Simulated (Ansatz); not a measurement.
Born–Oppenheimer molecular dynamics of FH5OSi (8 atoms, charge 0, multiplicity 1). It starts at the highest image of a converged band, a first-order saddle point between two minima.

Theory: RKS B3LYP-D4/def2-SVP in Ansatz 0.2.0.

```json
{
  "ensemble": "NVE (velocity Verlet)",
  "time step": "0.5 fs",
  "steps asked": "200",
  "starting velocities drawn for": "100 K",
  "seed": "2351"
}
```

First frame:

```xyz
8
Properties=species:S:1:pos:R:3
Si -0.225 0.058 -0.150
F -0.180 0.727 1.687
H 1.016 -0.694 0.179
H -0.121 1.454 -0.636
H -0.709 -0.692 -1.372
O -1.812 -0.339 0.752
H -2.148 -1.246 0.765
H -1.271 0.103 1.618
```

Task: What does the run give?

Result: All steps were run.

```yaml
steps_done: 200
time_covered: 100 fs
mean_temperature_over_the_second_half: 951 K
spread_of_the_potential_energy_over_the_second_half: 29.1 meV per atom
mean_potential_energy_of_the_second_half_above_the_start: -82.5 meV per atom
```

The conserved energy stayed within 0.085 meV per atom of its start (net change 0.077 meV per atom), so the integration is sound. The kinetic energy rose, since the run started high on the potential surface and went downhill. It ends in pieces (FH3Si + H2O), so much of that is their flight and rotation, not heat. A run of 0.1 ps of so small a system gives no equilibrium averages. The orbitals stay closed-shell, which can raise the energy where a bond breaks towards radicals; this wasn't checked here.

Task: What happens to the structure?

Result: Between its relaxed ends the band would form Si1–O6, F2–H8 and break Si1–F2, O6–H8. These pairs go: Si1–O6 1.87 → 3.40 Å, F2–H8 1.26 → 3.61 Å, Si1–F2 1.96 → 1.58 Å, O6–H8 1.11 → 1.00 Å. In the last frame they stand as before the step (other bonds may differ from the relaxed reactants and products). It ends as FH3Si + H2O. Pairs count as bonded within 1.25 times the sum of covalent radii (0.12 Å more for H–H). This is one draw of velocities; another would differ in detail.

Task: How do temperature and energy run in time?

Result: 
```json
{"time (fs)": "0", "T (K)": "100", "potential energy less start (eV)": "0.000", "conserved less start (meV/atom)": "0.00"}
{"time (fs)": "5", "T (K)": "46", "potential energy less start (eV)": "0.042", "conserved less start (meV/atom)": "0.03"}
{"time (fs)": "10", "T (K)": "29", "potential energy less start (eV)": "0.055", "conserved less start (meV/atom)": "0.05"}
{"time (fs)": "15", "T (K)": "59", "potential energy less start (eV)": "0.032", "conserved less start (meV/atom)": "0.05"}
{"time (fs)": "20", "T (K)": "40", "potential energy less start (eV)": "0.047", "conserved less start (meV/atom)": "0.06"}
{"time (fs)": "25", "T (K)": "70", "potential energy less start (eV)": "0.024", "conserved less start (meV/atom)": "0.04"}
{"time (fs)": "30", "T (K)": "107", "potential energy less start (eV)": "-0.005", "conserved less start (meV/atom)": "0.02"}
{"time (fs)": "35", "T (K)": "131", "potential energy less start (eV)": "-0.024", "conserved less start (meV/atom)": "0.02"}
{"time (fs)": "40", "T (K)": "232", "potential energy less start (eV)": "-0.102", "conserved less start (meV/atom)": "0.02"}
{"time (fs)": "45", "T (K)": "354", "potential energy less start (eV)": "-0.197", "conserved less start (meV/atom)": "0.03"}
{"time (fs)": "50", "T (K)": "456", "potential energy less start (eV)": "-0.276", "conserved less start (meV/atom)": "0.03"}
{"time (fs)": "55", "T (K)": "520", "potential energy less start (eV)": "-0.325", "conserved less start (meV/atom)": "0.05"}
{"time (fs)": "60", "T (K)": "604", "potential energy less start (eV)": "-0.391", "conserved less start (meV/atom)": "0.05"}
{"time (fs)": "65", "T (K)": "687", "potential energy less start (eV)": "-0.454", "conserved less start (meV/atom)": "0.06"}
{"time (fs)": "70", "T (K)": "858", "potential energy less start (eV)": "-0.587", "conserved less start (meV/atom)": "0.04"}
{"time (fs)": "75", "T (K)": "1016", "potential energy less start (eV)": "-0.711", "conserved less start (meV/atom)": "0.02"}
{"time (fs)": "80", "T (K)": "1140", "potential energy less start (eV)": "-0.806", "conserved less start (meV/atom)": "-0.01"}
{"time (fs)": "85", "T (K)": "1268", "potential energy less start (eV)": "-0.906", "conserved less start (meV/atom)": "-0.01"}
{"time (fs)": "90", "T (K)": "1325", "potential energy less start (eV)": "-0.950", "conserved less start (meV/atom)": "0.04"}
{"time (fs)": "95", "T (K)": "1261", "potential energy less start (eV)": "-0.900", "conserved less start (meV/atom)": "0.07"}
{"time (fs)": "100", "T (K)": "1186", "potential energy less start (eV)": "-0.842", "conserved less start (meV/atom)": "0.08"}
```

The run took 5.4 min on 1 thread of Arm Neoverse V2, on a shared host, peak memory 0.12 GiB.
